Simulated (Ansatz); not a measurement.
## Ansatz (development build ahead of 0.2.0) run

```yaml
crystal:
  periodic: [false, false, false]
  atoms:
    - { symbol: P, position_ang: [-0.76912, 0.00413, 0.04592] }
    - { symbol: S, position_ang: [1.44934, -5.75987, 0.48109] }
basis:
  gaussian: { orbitals: STO-3G }
total_charge: -1
hamiltonian:
  xc: hf
correlation:
  method: fci
  frozen_orbitals: { P: 5, S: 5 }
```

The input is written out in the form of the current development build from the run's settings.

Output:

- Converged: yes
- Reference energy: -729.50207 hartree
- Correlation energy: -0.16278 hartree
- Total energy: -729.66485 hartree
- State: lowest singlet root, of any spatial symmetry

Messages of the program:
```
the method's energy lies above the unrestricted determinant, so it is not the lowest state's
```

Caution: no diffuse functions for an anion.
